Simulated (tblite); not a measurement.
CH₃ClO₂S.
SMILES: `CS(=O)(=O)Cl`

Level: GFN2-xTB in tblite, geometry and Hessian alike; calculated harmonic values, unscaled, isolated species. The method is semi-empirical: single wavenumbers can be off by several per cent or more.

Harmonic wavenumbers (cm⁻¹): 131.3, 208.3, 253.4, 303.0, 325.3, 439.9, 499.5, 704.5, 830.3, 852.7, 1139.6, 1250.9, 1302.7, 1401.1, 1407.0, 3064.3, 3085.9, 3099.2.

A = 4574, B = 2790, C = 2637 MHz; mass 113.954 u (most abundant isotopes); point group Cs, symmetry number 1.

**Question.** Zero-point energy?

**Answer.** Half the sum of the wavenumbers: 10149 cm⁻¹ = 121.42 kJ/mol.

**Question.** Entropy at 400 K, 1 bar (ideal gas, RRHO, classical rotation)?

**Answer.** Translation 174.03, rotation 115.21, vibration 68.38: S = 357.6 J/(mol K).

**Question.** And Cp and H(400 K) − H(0)?

**Answer.** Cp = 107.24 J/(mol K), of which vibrations give 73.98 (their classical limit is 18 R = 149.7); H(400 K) − H(0) = 28.83 kJ/mol without the zero-point energy, 15.52 from vibrations.

**Question.** Blend soft modes into free rotors: weight 1/[1 + (100 cm⁻¹/ν̃)⁴] for the oscillator and the rest for a rotor with moment μB/(μ + B), μ = h/(8π²ν), B = 10⁻⁴⁴ kg m². What vibrational entropy results?

**Answer.** 67.71 J/(mol K) in place of 68.38, which changes −T·S at 400 K by +0.27 kJ/mol.

**Question.** Which modes carry the vibrational entropy at 400 K?

**Answer.** 131.3 cm⁻¹: 14.63; 208.3 cm⁻¹: 10.91; 253.4 cm⁻¹: 9.37; 303.0 cm⁻¹: 8.00; 325.3 cm⁻¹: 7.47; 439.9 cm⁻¹: 5.32 J/(mol K); the other 12 give 12.69 together.

**Question.** How do the functions run with temperature in this model?

**Answer.** 
```
 T (K)  S (J/(mol K))  Cp (J/(mol K))  H − H(0) (kJ/mol)  G − H(0) (kJ/mol)  ln q(vib)
    50          221.2            37.3               1.71              -9.35       0.03
   100          251.2            51.4               3.92             -21.21       0.27
298.15          328.3            92.7              18.62             -79.25       2.36
373.15          350.3           103.7              25.99            -104.71       3.24
   500          382.8           118.6              40.14            -151.27       4.71
   750          434.9           137.9              72.42            -253.76       7.39
  1000          476.3           150.0             108.51            -367.84       9.79
```

q(vib) and H(0) count from the zero-point level.

**Question.** What must be added to the electronic energy to get the Gibbs energy at 400 K and 1 bar?

**Answer.** ZPE + [H(400 K) − H(0)] − T·S = 121.42 + 28.83 − 143.05 = 7.20 kJ/mol.

Hindered rotation and anharmonicity are outside this model.
